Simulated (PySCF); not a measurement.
Gas-phase reaction: AlCl + 2 HCl → AlH₂Cl + 2 Cl

Method: PySCF energies (xtb for GFN2) plus ideal-gas RRHO corrections (1 bar). † marks an energy on the PBE0/def2-TZVP geometry and frequencies; other levels use their own. CCSD(T) freezes the core. 6-31G* has spherical d functions here. Open shells (unrestricted): Cl (multiplicity 2, electronic degeneracy 6); the rest are closed-shell singlets. GFN2 has no spin-polarisation term. Spin-orbit splitting is ignored; it lowers the true energy and changes the entropy of Cl. AlH₂Cl: computed as isolated molecules; such fragments, hydroxides, amides, oligomers or adducts are transient or little studied in the gas. CCSD(T) isn't extrapolated to the basis-set limit; its ΔH°(298 K) is 315.1 kJ in def2-SVP and 351.1 kJ in def2-TZVPP. The harmonic model lacks anharmonicity and excited electronic states, which grow with temperature; levels with a mode under 35 cm⁻¹ are left out.

| level | ΔE electronic, kJ | ΔH°(298 K), kJ | ΔS°(298 K), J/K | ΔG°(1800 K), kJ |
|---|---|---|---|---|
| BLYP/def2-TZVP† | 360 | 357 | -12 | 362 |
| CCSD(T)/def2-TZVPP† | 354 | 351 | -12 | 357 |
| GFN2-xTB | 156 | 157 | -10 | 160 |
| HF/6-31G* | 173 | 170 | -12 | 178 |
| M06-2X/def2-TZVP† | 372 | 369 | -12 | 374 |
| PBE/def2-SVP | 368 | 365 | -12 | 371 |
| PBE0/def2-QZVP† | 367 | 364 | -12 | 370 |
| r2SCAN/def2-TZVP† | 349 | 346 | -12 | 352 |
| ωB97M-V/def2-TZVP† | 374 | 370 | -12 | 376 |
ΔH° is lowest at GFN2-xTB and highest at ωB97M-V/def2-TZVP†. No reference value is set beside these.
